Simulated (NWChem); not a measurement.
**Correlation energy of ethylamine (C2H7N)**

```
C
H 1 1.1043
H 1 1.1133 2 105.82
N 1 1.4605 2 107.84 3 -122.52
H 4 1.0203 1 110.51 2 58.47
H 4 1.0216 5 105.90 1 -119.12
C 1 1.5253 2 109.10 3 116.98
H 7 1.1012 1 110.49 2 62.24
H 7 1.1018 8 108.77 1 122.45
H 7 1.1039 8 107.64 9 116.15
```
Charge 0, spin multiplicity 1.

Program: NWChem. Structure: optimised with B3LYP/def2-SVP, a minimum by its harmonic frequencies. It is one conformer; others weren't searched.

Basis set: cc-pVDZ. Each correlation energy counts from its own Hartree-Fock reference.

The correlated methods keep 3 core orbitals frozen. Coupled-cluster values serve here as a point of comparison, not as the truth.

**Question.** Order these methods by the correlation energy they give, lowest first: RI-MP2, SCS-MP2, CCSD, CCSD+T(CCSD).

**Answer.** CCSD+T(CCSD) (-526.6 mHa), CCSD (-512.9 mHa), SCS-MP2 (-470.5 mHa), RI-MP2 (-469.2 mHa)
